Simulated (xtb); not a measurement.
xtb input:

```bash
xtb mol.xyz --gfn 2 --ohess tight --chrg 0 --uhf 0
```
mol.xyz:
```
2

Li    -0.01834336    -0.03669227     1.36399896
Li     0.03345427    -0.01571486    -1.36577514
```

Predict the final energy.

-0.49177 Eh (GFN2-xTB).
